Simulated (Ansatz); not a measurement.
A run of Ansatz (development build ahead of 0.2.0) on doublet CH at this shape:

```json
{"atom": "C", "x (Å)": "0.0000", "y (Å)": "0.0000", "z (Å)": "0.0000"}
{"atom": "H", "x (Å)": "0.0000", "y (Å)": "0.0000", "z (Å)": "1.9260"}
```

Its results:

```
Converged                       : yes
Total energy                    : -38.15829 hartree
Spin squared of the determinant : 0.750
Stability test                  : minimum among restricted orbitals
```

Problem. Which input gives this output? Name the method, the orbitals and the basis set, and write the input.

Solution. ROHF in pcseg-2.

```yaml
crystal:
  periodic: [false, false, false]
  atoms:
    - { symbol: C, position_ang: [0.0, 0.0, 0.0] }
    - { symbol: H, position_ang: [0.0, 0.0, 1.926] }
basis:
  gaussian: { orbitals: pcseg-2 }
magnetization:
  initial_magnetization: 1
hamiltonian:
  xc: hf
```

Caution: an unrestricted determinant lies well below.
